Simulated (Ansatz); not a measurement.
Compare A (`N=C(O)CO`) with its isomer B (`NCOC=O`).

Program: Ansatz. Geometries: PBE0-D4/def2-TZVP. ΔE: electronic, gas phase. CBS: MP2 limit from def2 TZ/QZ plus the TZ coupled-cluster correction, frozen cores. DFT in def2-TZVPP. B3LYP here is the variant with VWN-RPA as its local correlation; programs differ in this. One conformer a species, not always the lowest.

A:

```xyz
10

N     1.7820   -0.1539   -0.0166
C     0.5316   -0.2800   -0.1103
O     0.0057   -1.3203   -0.7835
C    -0.5568    0.5710    0.4899
O    -1.6468    0.7696   -0.3686
H     2.0341    0.6821    0.5008
H     0.7494   -1.8278   -1.1360
H    -0.1492    1.5525    0.7350
H    -0.8660    0.0916    1.4320
H    -1.8840   -0.0847   -0.7427
```

B:

```xyz
10

N    -0.497    0.517   -1.645
C    -0.326    0.503   -0.250
O     0.420   -0.681    0.179
C     0.636   -0.784    1.483
O     0.277   -0.003    2.319
H     0.380    0.562   -2.145
H    -1.034   -0.271   -1.980
H    -1.290    0.483    0.261
H     0.231    1.378    0.084
H     1.202   -1.705    1.694
```

Which is lower in electronic energy at CCSD(T)/CBS, and by how much? (Estimate.)

Computed: B, by 24.6 kJ/mol.

Give E(B) − E(A) in kJ/mol with MP2/def2-TZVPP, HF/def2-TZVPP, B2PLYP, B3LYP, B3LYP-D4, PBE-D4, PBE0-D4. (Estimate.)

The calculation gave: MP2/def2-TZVPP -28.9, HF/def2-TZVPP -36.8, B2PLYP -34.4, B3LYP -35.0, B3LYP-D4 -33.3, PBE-D4 -32.7, PBE0-D4 -28.5. None reverses the order clearly.

Largest T1 diagnostic: 0.015.

In def2-TZVPP, CCSD(T) changes the Hartree–Fock value by +9.2 kJ/mol (the triples alone add −0.7 kJ/mol) and MP2 by +7.9 kJ/mol. From PBE to PBE0 (25 % exact exchange), in def2-TZVPP and without D4, E(B) − E(A) moves by +4.4 kJ/mol.
